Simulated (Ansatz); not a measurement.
dimethylamine (C₂H₇N), SMILES CNC.

The structure is a stationary point at B3LYP-D3(BJ)/def2-TZVP.

Two levels are set side by side: PBE/def2-SVPD (Ansatz, a program for electronic structure) and CAM-B3LYP/def2-SVPD (Ansatz). Energy differences of separate SCF runs at the same geometry; the states with an electron removed or added have multiplicity 2 and 2. Differences are taken from unrounded values.

```
quantity                           CAM-B3LYP   PBE  PBE minus CAM-B3LYP
---------------------------------  ---------  ----  -------------------
vertical ionisation energy (eV)         8.90  8.71                -0.20
vertical singlet–triplet gap (eV)       5.87  5.46                -0.41
```
